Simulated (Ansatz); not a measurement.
Ansatz results at the PBE0-D4/def2-TZVP geometry: HOMO energy (ωB97M-V/def2-TZVPP) -10.09 eV; size of the dipole moment (B3LYP/def2-TZVPP) 3.31 D; size of the dipole moment (ωB97M-V/def2-TZVPP) 3.32 D.

Question: Which molecule gave them?
A. `N=COCF`
B. `N=CN=CF`
C. `FC1=CN1`
D. `FC1NCO1`

Answer: D. The others give `FC1=CN1`: -8.76, 1.66, 1.68; `N=CN=CF`: -10.68, 2.70, 2.77; `N=COCF`: -10.82, 1.14, 1.13.

B3LYP here is the variant with VWN-RPA as its local correlation; programs differ in this.
